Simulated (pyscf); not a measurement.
PySCF, gas phase, ωB97X-D3(BJ)/def2-SVP geometries.

**Question.** For the elementary gas-phase step H₃C–CH₂–SiH₂–Cl + H₂ → H₃C–CH₂–SiH₃ + HCl (singlet surface; Cl–Si, H–H broken, H–Si, Cl–H formed), what barrier and reaction energy does ωB97M-D3(BJ)/def2-TZVP give, measured from the separated reactants?

**Answer.** ΔE‡ = 52.8 kcal/mol, ΔE = +19.6 kcal/mol. Zero-point energy shifts the barrier by +2.4 kcal/mol. It is a four-centre exchange, with an imaginary mode of 910i cm⁻¹. H₃C–CH₂–SiH₃ lies 12.8 kcal/mol over its isomer H₃C–SiH₂–CH₃, and others may lie lower still (electronic energy, ωB97M-D3(BJ)). This is the saddle that the search found; another between the same sides may lie lower.
